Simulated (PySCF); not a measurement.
Molecule: `C=C(F)C(=O)O`, C$_{3}$H$_{3}$FO$_{2}$.

Molfile (atoms numbered from 1):
```
C3H3FO2
     RDKit          3D

  9  8  0  0  0  0  0  0  0  0999 V2000
   -1.3418    0.5124    0.3319 C   0  0  0  0  0  0  0  0  0  0  0  0
   -0.4501   -0.4760    0.3470 C   0  0  0  0  0  0  0  0  0  0  0  0
   -0.7157   -1.6564    0.8835 F   0  0  0  0  0  0  0  0  0  0  0  0
    0.9295   -0.4080   -0.2150 C   0  0  0  0  0  0  0  0  0  0  0  0
    1.7099   -1.3188   -0.1826 O   0  0  0  0  0  0  0  0  0  0  0  0
    1.1964    0.7851   -0.7586 O   0  0  0  0  0  0  0  0  0  0  0  0
   -1.0788    1.4669   -0.1212 H   0  0  0  0  0  0  0  0  0  0  0  0
   -2.3314    0.3711    0.7698 H   0  0  0  0  0  0  0  0  0  0  0  0
    2.1044    0.7362   -1.0939 H   0  0  0  0  0  0  0  0  0  0  0  0
  1  2  2  0
  2  3  1  0
  2  4  1  0
  4  5  2  0
  4  6  1  0
  1  7  1  0
  1  8  1  0
  6  9  1  0
M  END
```

Geometry PBE0-D3(BJ)/def2-SVP throughout; GIAO in PySCF 2.14, gas phase, one conformer, non-relativistic; equivalent atoms averaged; functional PBE0.

(1) How do the absolute shieldings σ depend on the basis set? (ppm; last column core-seconds on 1 thread of an x86-64 server CPU, shared host)

(2) Which nucleus moves most, in ppm?

(3) Taking the largest basis, pcSseg-2 (258 functions), as the yardstick, rank the others by their worst heavy-atom deviation.

Answers

(1) 
```csv
basis set,functions,C2,C4,C1,F3,O5,O6,H7,H9,H8,core-s
STO-3G,33,111.7,123.0,140.8,323.4,-49.3,216.4,26.90,27.06,27.41,4.2
6-31G,60,48.0,44.1,92.6,298.4,-84.2,145.5,26.42,27.47,26.97,7.4
pcSseg-0,60,21.3,16.8,72.9,288.8,-134.7,137.8,26.40,27.91,26.85,5.9
6-31G*,90,46.2,44.8,92.1,306.2,-47.6,160.7,26.36,26.89,26.76,11
def2-SVP,99,39.6,39.0,89.5,307.7,-59.6,163.7,25.60,26.32,25.97,13
cc-pVDZ,99,42.5,42.0,92.4,302.3,-57.6,163.4,25.59,26.47,26.05,10
pcSseg-1,117,23.8,21.6,73.7,288.4,-94.9,138.8,25.31,25.66,25.61,7.1
aug-cc-pVDZ,165,42.7,37.3,91.3,303.7,-52.3,159.6,25.32,25.86,25.78,22
"6-311+G(2d,p)",180,27.3,24.7,77.8,290.6,-79.7,141.6,25.61,26.20,26.00,29
def2-TZVP,204,25.5,23.3,77.7,290.3,-82.7,142.5,25.55,26.14,26.00,36
cc-pVTZ,222,27.4,25.1,79.5,290.0,-81.1,145.5,25.34,25.74,25.83,33
IGLO-III,240,19.3,17.7,71.6,288.3,-90.6,136.9,25.43,25.80,25.83,35
pcSseg-2,258,18.4,16.4,70.9,289.1,-92.8,137.2,25.26,25.48,25.65,21
```

(2) C4 (carboxylic acid carbon): from 16.4 ppm with pcSseg-2 to 123.0 ppm with STO-3G. The smallest spread is 1.64 ppm, at H7. Proton shifts span only some 12 ppm, so a few tenths of a ppm matter as much there as several ppm in carbon.

(3) IGLO-III 2.2 ppm (240 functions), pcSseg-1 5.4 ppm (117 functions), def2-TZVP 10.2 ppm (204 functions), cc-pVTZ 11.7 ppm (222 functions), 6-311+G(2d,p) 13.2 ppm (180 functions), 6-31G 29.6 ppm (60 functions), def2-SVP 33.2 ppm (99 functions), cc-pVDZ 35.2 ppm (99 functions), aug-cc-pVDZ 40.6 ppm (165 functions), pcSseg-0 41.9 ppm (60 functions), 6-31G* 45.2 ppm (90 functions), STO-3G 106.6 ppm (33 functions).

A small basis that lands close on one nucleus may do so by chance; judge by the trend and by all nuclei.
